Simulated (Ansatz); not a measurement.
# How far each method lies from full CI for BCl, quintet

Geometry: that of the BCl, triplet, kept fixed. The triplet lies 6.1 eV lower here.

```yaml
atoms:
  - { symbol: B, position_ang: [0.0000, 0.0000, 0.0000] }
  - { symbol: Cl, position_ang: [0.0000, 0.0000, 1.6966] }
```

Basis 6-31G; Ansatz 0.2.0. Only valence electrons are correlated (noble-gas cores frozen), which leaves 10 electrons in 16 orbitals. R marks a restricted (for open shells ROHF) determinant, U an unrestricted one. Active spaces: valence = (10e, 8o) chosen from the atoms' valence shells.

Full CI is exact within this basis and frozen core; it isn't the basis-set limit. The frozen core follows each run's orbitals, which can shift R against U totals by a few meV.

For open shells CISD and CISDTQ are restricted-active-space CI with the open shells as a complete middle space.

* UHF ⟨S²⟩: 6.003
* T1 diagnostic (RCCSD): 0.0101
* largest doubles amplitude (RCCSD): 0.037
* T1 diagnostic (UCCSD): 0.0069

```json
{"level": "RHF", "E − E(full CI) (kJ/mol)": "131.8", "share of correlation (%)": "0.00", "wall time": "–"}
{"level": "UHF", "E − E(full CI) (kJ/mol)": "129.2", "share of correlation (%)": "2.03", "wall time": "–"}
{"level": "RMP2", "E − E(full CI) (kJ/mol)": "28.5", "share of correlation (%)": "78.36", "wall time": "–"}
{"level": "UMP2", "E − E(full CI) (kJ/mol)": "28.0", "share of correlation (%)": "78.73", "wall time": "–"}
{"level": "CISD", "E − E(full CI) (kJ/mol)": "4.0", "share of correlation (%)": "97.00", "wall time": "0.69 s"}
{"level": "RCCSD", "E − E(full CI) (kJ/mol)": "2.1", "share of correlation (%)": "98.38", "wall time": "–"}
{"level": "UCCSD", "E − E(full CI) (kJ/mol)": "2.1", "share of correlation (%)": "98.41", "wall time": "–"}
{"level": "RCCSD(T)", "E − E(full CI) (kJ/mol)": "0.4", "share of correlation (%)": "99.71", "wall time": "0.39 s"}
{"level": "UCCSD(T)", "E − E(full CI) (kJ/mol)": "0.3", "share of correlation (%)": "99.75", "wall time": "0.36 s"}
{"level": "BCCD(T)", "E − E(full CI) (kJ/mol)": "0.4", "share of correlation (%)": "99.68", "wall time": "0.48 s"}
{"level": "RCCSDT", "E − E(full CI) (kJ/mol)": "-0.1", "share of correlation (%)": "100.07", "wall time": "–"}
{"level": "UCCSDT", "E − E(full CI) (kJ/mol)": "-0.1", "share of correlation (%)": "100.11", "wall time": "–"}
{"level": "CISDTQ", "E − E(full CI) (kJ/mol)": "0.1", "share of correlation (%)": "99.93", "wall time": "9.5 s"}
{"level": "RCCSDT(Q)", "E − E(full CI) (kJ/mol)": "0.0", "share of correlation (%)": "100.02", "wall time": "2.6 s"}
{"level": "UCCSDT(Q)", "E − E(full CI) (kJ/mol)": "-0.1", "share of correlation (%)": "100.06", "wall time": "2.2 s"}
{"level": "RCCSDTQ", "E − E(full CI) (kJ/mol)": "0.0", "share of correlation (%)": "100.01", "wall time": "22 s"}
{"level": "UCCSDTQ", "E − E(full CI) (kJ/mol)": "-0.1", "share of correlation (%)": "100.05", "wall time": "22 s"}
{"level": "CASSCF (valence space)", "E − E(full CI) (kJ/mol)": "105.9", "share of correlation (%)": "19.70", "wall time": "–"}
{"level": "NEVPT2 (valence space)", "E − E(full CI) (kJ/mol)": "29.4", "share of correlation (%)": "77.69", "wall time": "0.36 s"}
{"level": "MRCISD (valence space)", "E − E(full CI) (kJ/mol)": "2.9", "share of correlation (%)": "97.78", "wall time": "–"}
{"level": "MRCISD+Q (valence space)", "E − E(full CI) (kJ/mol)": "0.7", "share of correlation (%)": "99.48", "wall time": "0.96 s"}
```

The correlation energy at full CI, counted from RHF, is -1.366 eV. That run took 16 s on 1 thread of Arm Neoverse V2, shared host over 1,601,600 determinants.

Times hold each run's SCF and search for its determinant on a shared host, so for small cases they say little of a method's own cost; they ran on 1 thread of Arm Neoverse V2.

The full-CI state has the irrep B1 of C2v, in the program's axes (one component, if the state is degenerate).

Natural occupations of full CI about the gap: 1.992 1.990 1.980 1.000 0.998 0.996 0.993 0.015 0.009 0.007; effectively unpaired electrons, Σ n²(2−n)², 4.00.
